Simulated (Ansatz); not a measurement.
Process, species as SMILES: [CH3] (CH3) → C atom + 3 H atom
B3LYP-D3(BJ)/def2-TZVP geometries, fixed; electronic energies without zero-point terms.
Largest species:
```
C
H 1 1.0789
H 1 1.0789 2 120.00
H 1 1.0789 2 120.00 3 -180.00
```
Charge 0, spin multiplicity 2.

Basis-set convergence of the atomisation energy at CCSD(T) with Ansatz (a first-principles code). Cartesian d functions, on some or all atoms, in 6-31G*, 6-31+G*; all else is spherical. Cores are frozen. Open shells are unrestricted. No added dispersion term, no relativity. Functions are those of the species that has most. Reference: Hartree-Fock in cc-pVQZ plus the correlation part extrapolated as X^-3 from cc-pVTZ and cc-pVQZ, 307.14 kcal/mol, itself unsure by roughly 0.84 kcal/mol (a third of the extrapolation step and of the last Hartree-Fock step). Deviations are taken from unrounded values.

```
basis        functions  atomisation energy (kcal/mol)
-----------  ---------  -----------------------------
6-31G*              21                         278.34
6-31+G*             25                         278.27
cc-pVDZ             29                         287.16
aug-cc-pVDZ         50                         289.55
def2-SVP            29                         295.39
def2-SVPD           44                         296.64
pcseg-1             29                         291.98
aug-pcseg-1         50                         293.32
6-311G**            36                         292.48
6-311+G**           40                         292.67
def2-TZVP           49                         296.94
def2-TZVPD          64                         297.50
cc-pVTZ             72                         301.70
aug-cc-pVTZ        115                         302.69
pcseg-2             72                         303.11
aug-pcseg-2        115                         303.50
def2-TZVPP          73                         302.00
def2-TZVPPD         88                         302.26
def2-QZVPP         147                         305.11
def2-QZVPPD        162                         305.14
```

What the diffuse functions change, pair by pair:
- 6-31G* to 6-31+G*: 4 more functions, deviation -28.80 to -28.87 kcal/mol
- cc-pVDZ to aug-cc-pVDZ: 21 more functions, deviation -19.98 to -17.59 kcal/mol
- def2-SVP to def2-SVPD: 15 more functions, deviation -11.75 to -10.50 kcal/mol
- pcseg-1 to aug-pcseg-1: 21 more functions, deviation -15.16 to -13.82 kcal/mol
- 6-311G** to 6-311+G**: 4 more functions, deviation -14.66 to -14.47 kcal/mol
- def2-TZVP to def2-TZVPD: 15 more functions, deviation -10.20 to -9.64 kcal/mol
- cc-pVTZ to aug-cc-pVTZ: 43 more functions, deviation -5.44 to -4.45 kcal/mol
- pcseg-2 to aug-pcseg-2: 43 more functions, deviation -4.03 to -3.64 kcal/mol
- def2-TZVPP to def2-TZVPPD: 15 more functions, deviation -5.14 to -4.88 kcal/mol
- def2-QZVPP to def2-QZVPPD: 15 more functions, deviation -2.03 to -2.00 kcal/mol

They bring the value nearer the reference by more than 0.84 kcal/mol in 4 of 10 pairs.
